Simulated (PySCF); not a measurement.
Delta-SCF ions had no search for a lower state. Excitations are Tamm–Dancoff values on a coarser integration grid. The basis has no diffuse functions, so Rydberg states are missing or too high.

Z-matrix (Å, degrees):
```
Al
F 1 1.6290
F 1 1.6290 2 120.01
F 1 1.6290 2 120.00 3 -180.00
```
Charge 0, spin multiplicity 1.

Question: What is the computed HOMO, T1 excitation (TDA), total energy, brightest of the four lowest singlets (TDA) and vertical ionisation energy (Delta-SCF) (PySCF with PBE-D3(BJ)/def2-TZVP // PBE0-D4/def2-TZVP)?

Answer: 
The HOMO comes out as -9.62 eV and the T1 excitation (TDA) comes out as 7.12 eV. The total energy comes out as -541.9135 Ha. The brightest of the four lowest singlets (TDA) comes out as 8.09 eV and the vertical ionisation energy (Delta-SCF) comes out as 13.53 eV.
